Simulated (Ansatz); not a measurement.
```yaml
crystal:
  periodic: [false, false, false]
  atoms:
    - {symbol: Ge, position_ang: [-2.067443, -0.126321, -0.001600]}
    - {symbol: P, position_ang: [0.057866, 0.252701, 0.002115]}
    - {symbol: P, position_ang: [2.009577, -0.126380, -0.000516]}
basis:
  gaussian: {orbitals: def2-TZVP}
magnetization: {spin_polarized: true, initial_magnetization: 2}
hamiltonian: {xc: pbe0}
relax: {f_tol: 0.004, max_steps: 80}
```

```sh
$ ansatz run in.yaml --threads 1 --pin off --events-out ev --progress --plain --max-ram 2176MiB
```

Steps of the relaxation (energy above the last step; positions in Å, forces in eV/Å):

```
3
step 1, 44.2 meV
Ge   -2.067   -0.126   -0.002   -0.220    0.040    0.000
P     0.058    0.253    0.002    0.697   -0.219   -0.002
P     2.010   -0.126   -0.001   -0.476    0.179    0.001
```

```
3
step 2, 26.5 meV
Ge   -2.077   -0.110   -0.001   -0.137    0.052    0.000
P     0.069    0.217    0.002    0.254   -0.153   -0.001
P     2.008   -0.106    0.000   -0.117    0.100    0.001
```

```
3
step 3, 7.7 meV
Ge   -2.123   -0.037   -0.001    0.337    0.033    0.000
P     0.081    0.060    0.001   -0.017   -0.066   -0.001
P     2.042   -0.023    0.000   -0.320    0.034    0.000
```

```
3
step 5, 0.0 meV
Ge   -2.105   -0.010   -0.001   -0.003    0.001    0.000
P     0.076    0.003    0.000    0.002   -0.002    0.000
P     2.029    0.007    0.001    0.001    0.001    0.000
```

Close pairs at the end: P2–P3 1.952 Å, Ge1–P2 2.182 Å.

A stationary point of unrestricted PBE0 after 5 steps, with ⟨S²⟩ = 2.083 against 2.00 for a pure state; no frequencies were run, so it isn't proven a minimum. 46 s on 1 thread of Arm Neoverse V2, shared host.
